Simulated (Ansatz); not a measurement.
System: graphite. Method: rVV10 in Ansatz (PAW).

Settings: plane-wave cutoff 520 eV, 24×24×8 k mesh (along the axes of the cell as run), Fermi–Dirac smearing 0.05 eV, scalar-relativistic PAW data made under PBE.

The volume scan:

| V (Å³/atom) | E − E_lowest (meV/atom) | P (GPa) |
|---|---|---|
| 8.554 | 2.01 | 1.940 |
| 8.733 | 0.47 | 0.868 |
| 8.911 | 0.00 | 0.000 |
| 9.089 | 0.40 | -0.691 |
| 9.267 | 1.48 | -1.228 |

Question: What bulk modulus B0 and pressure derivative B′ does a third-order Birch–Murnaghan fit give?

Answer: V0 = 8.911 Å³/atom, B0 = 38.8 GPa, B′ = 10.4 (fit to the energies at full precision).

Shape and atoms are relaxed at each volume.

Measured, for comparison: bulk modulus 33.8 ± 0.3 GPa (room temperature, no zero-point or thermal correction, our sources range from 33.8 to 35.8; as tabulated in Ouyang et al. (2019), arXiv:1912.06187). Computed (rounded) less measured: bulk modulus +15 % (+8 % to +15 % over the range).

Note: the bulk modulus comes from volumes at which shape and atoms were relaxed.

Static lattice: no zero-point or thermal effects.

Ansatz is a first-principles code.
